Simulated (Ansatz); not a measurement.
Born–Oppenheimer molecular dynamics of CH6OSi (9 atoms, charge 0, multiplicity 1). It starts from a relaxed structure.

These are results of RKS PBE0/cc-pVDZ (Ansatz), not measurements.

```
ensemble                      : NVE (velocity Verlet)
time step                     : 0.5 fs
steps asked                   : 100
starting velocities drawn for : 1000 K
masses                        : H 2.014 u
seed                          : 655203
```

Frames 2.5 fs apart, positions in Å.

Velocities at 10 fs (Å/ps):

```
Si -1.29 2.00 -0.21
H 8.81 5.23 -4.52
O 0.07 2.73 -0.53
C 2.27 -2.80 -1.54
H -0.42 9.87 -11.22
H 6.97 -5.84 5.98
H -10.95 -3.33 12.24
H 6.58 -12.10 5.10
H -7.09 -26.68 8.83
```

```xyz
9
Properties=species:S:1:pos:R:3 time_fs=10 energy_less_start_eV=0.694 T=235
Si -0.068 -0.027 -0.056
H 0.322 -0.195 1.393
O 1.546 0.033 -0.901
C 2.301 -1.168 -0.809
H 1.946 -2.084 -1.291
H 3.240 -0.853 -1.284
H 2.672 -1.576 0.230
H -0.492 1.407 -0.265
H -0.811 -1.327 -0.342
9
Properties=species:S:1:pos:R:3 time_fs=12.5 energy_less_start_eV=0.669 T=262
Si -0.068 -0.022 -0.057
H 0.340 -0.180 1.382
O 1.541 0.037 -0.900
C 2.312 -1.174 -0.810
H 1.935 -2.059 -1.327
H 3.261 -0.875 -1.272
H 2.629 -1.567 0.244
H -0.485 1.372 -0.255
H -0.829 -1.379 -0.325
9
Properties=species:S:1:pos:R:3 time_fs=15 energy_less_start_eV=0.529 T=416
Si -0.061 -0.020 -0.058
H 0.350 -0.164 1.374
O 1.529 0.034 -0.894
C 2.328 -1.176 -0.805
H 1.907 -2.035 -1.374
H 3.289 -0.907 -1.266
H 2.560 -1.530 0.228
H -0.501 1.340 -0.256
H -0.841 -1.392 -0.317
9
Properties=species:S:1:pos:R:3 time_fs=17.5 energy_less_start_eV=0.408 T=551
Si -0.049 -0.022 -0.060
H 0.352 -0.146 1.374
O 1.511 0.026 -0.885
C 2.343 -1.173 -0.802
H 1.876 -2.002 -1.418
H 3.319 -0.943 -1.261
H 2.480 -1.484 0.208
H -0.543 1.325 -0.268
H -0.843 -1.360 -0.316
9
Properties=species:S:1:pos:R:3 time_fs=20 energy_less_start_eV=0.280 T=692
Si -0.031 -0.027 -0.061
H 0.346 -0.128 1.383
O 1.490 0.013 -0.875
C 2.352 -1.166 -0.808
H 1.857 -1.956 -1.444
H 3.346 -0.975 -1.253
H 2.405 -1.450 0.223
H -0.607 1.324 -0.293
H -0.838 -1.292 -0.322
9
Properties=species:S:1:pos:R:3 time_fs=22.5 energy_less_start_eV=0.291 T=679
Si -0.010 -0.033 -0.062
H 0.334 -0.110 1.400
O 1.470 -0.002 -0.865
C 2.351 -1.155 -0.822
H 1.851 -1.905 -1.452
H 3.365 -0.998 -1.238
H 2.343 -1.436 0.263
H -0.681 1.319 -0.324
H -0.833 -1.210 -0.338
9
Properties=species:S:1:pos:R:3 time_fs=25 energy_less_start_eV=0.448 T=506
Si 0.013 -0.037 -0.062
H 0.317 -0.093 1.420
O 1.453 -0.018 -0.858
C 2.341 -1.141 -0.832
H 1.855 -1.871 -1.454
H 3.375 -1.003 -1.213
H 2.301 -1.438 0.284
H -0.749 1.294 -0.358
H -0.841 -1.141 -0.366
9
Properties=species:S:1:pos:R:3 time_fs=27.5 energy_less_start_eV=0.447 T=507
Si 0.034 -0.036 -0.059
H 0.296 -0.076 1.438
O 1.442 -0.031 -0.856
C 2.325 -1.125 -0.832
H 1.858 -1.871 -1.464
H 3.371 -0.988 -1.181
H 2.284 -1.452 0.262
H -0.799 1.244 -0.390
H -0.872 -1.106 -0.409
9
Properties=species:S:1:pos:R:3 time_fs=30 energy_less_start_eV=0.381 T=580
Si 0.052 -0.031 -0.053
H 0.274 -0.062 1.448
O 1.439 -0.040 -0.860
C 2.304 -1.113 -0.823
H 1.866 -1.897 -1.481
H 3.353 -0.951 -1.142
H 2.291 -1.478 0.208
H -0.825 1.174 -0.418
H -0.916 -1.102 -0.460
9
Properties=species:S:1:pos:R:3 time_fs=32.5 energy_less_start_eV=0.434 T=522
Si 0.063 -0.025 -0.044
H 0.252 -0.050 1.450
O 1.442 -0.043 -0.871
C 2.282 -1.109 -0.815
H 1.888 -1.929 -1.493
H 3.323 -0.895 -1.103
H 2.314 -1.521 0.162
H -0.828 1.100 -0.441
H -0.951 -1.112 -0.509
9
Properties=species:S:1:pos:R:3 time_fs=35 energy_less_start_eV=0.471 T=481
Si 0.066 -0.019 -0.034
H 0.234 -0.042 1.448
O 1.449 -0.039 -0.886
C 2.262 -1.115 -0.813
H 1.925 -1.948 -1.492
H 3.289 -0.827 -1.070
H 2.343 -1.586 0.159
H -0.817 1.045 -0.463
H -0.961 -1.123 -0.546
9
Properties=species:S:1:pos:R:3 time_fs=37.5 energy_less_start_eV=0.505 T=443
Si 0.062 -0.016 -0.023
H 0.222 -0.036 1.447
O 1.457 -0.029 -0.904
C 2.249 -1.132 -0.817
H 1.970 -1.953 -1.489
H 3.259 -0.760 -1.044
H 2.368 -1.653 0.184
H -0.805 1.028 -0.488
H -0.937 -1.128 -0.562
```

Of the whole run (50 fs, mean temperature of the second half 501 K): The conserved energy stayed within 0.21 meV per atom of its start (net change 0.1 meV per atom), so the integration is sound. A run of 0.05 ps of so small a system gives no equilibrium averages.

The run took 3.6 min on 1 thread of Arm Neoverse V2, on a shared host, peak memory 0.13 GiB.
